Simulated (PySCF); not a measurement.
**Accurate constants of SiP−, step by step**

The task here is to estimate one member of a computed series from the others.

Method: CCSD(T) on RHF, no relativity in the base curves; scalar relativity is added as a correction; program: PySCF 2.14.0.

Set-up of the first run:

```yaml
molecule: SiP−
state: singlet, unpaired electrons none
smaller_basis: Si aug-cc-pV(D+d)Z, P aug-cc-pV(D+d)Z
larger_basis: Si aug-cc-pV(T+d)Z, P aug-cc-pV(T+d)Z
frozen_core_orbitals: 10
extrapolation: correlation as n⁻³ (n = 2, 3), Hartree–Fock as (n+1)·exp(−9√n)
corrections: core–valence correlation, scalar relativity
distances_Å: 1.7788, 1.8596, 1.9405, 2.0214, 2.1022, 2.2033, 2.3043
masses_u: 27.9769, 30.9738
dissociation_limit: Si− + P
```

Launch:

```bash
$ OMP_NUM_THREADS=4 python comp.py task.json out
```

Steps of the session up to this table: Coupled cluster at each distance.

One of the session's tables, all rows but one given; the rest of the session is left out.

```
                   level  Re (Å)  ωe (cm⁻¹)  ωexe (cm⁻¹)  αe (cm⁻¹)  De (eV)
CCSD(T)/aug-cc-pVDZ(-PP)       ?          ?            ?          ?        ?
CCSD(T)/aug-cc-pVTZ(-PP)  2.0308      661.5         2.41    0.00139    5.034
                  HF/CBS  1.9803      757.5         1.91    0.00114    2.385
                 MP2/CBS  2.0305      650.4         2.71    0.00151    5.342
                CCSD/CBS  2.0089      698.6         2.15    0.00128    4.830
             CCSD(T)/CBS  2.0259      665.9         2.39    0.00139    5.209
          CCSD(T)/CBS+CV  2.0199      669.1         2.39    0.00140    5.238
       CCSD(T)/CBS+CV+SR  2.0194      667.9         2.39    0.00140    5.226
```

**Question.** Estimate the row for CCSD(T)/aug-cc-pVDZ(-PP).

**Answer.** Re (Å): 2.0491; ωe (cm⁻¹): 648.2; ωexe (cm⁻¹): 2.51; αe (cm⁻¹): 0.00142; De (eV): 4.567. In the column «Re (Å)» it is the highest.

**Reading.** The last step gives Re = 2.0194 Å, ωe = 667.9 cm⁻¹ and De = 5.226 eV; the smaller basis alone is off from it by +29.7 mÅ and -0.66 eV. Near the minimum the mean field binds by 2.36 eV and correlation adds 2.85 eV of binding. T1 is 0.022, large enough to doubt a single reference. Spin–orbit coupling and excitations beyond (T) are left out. An extrapolation from double and triple zeta is rough, so this isn't yet the limit.
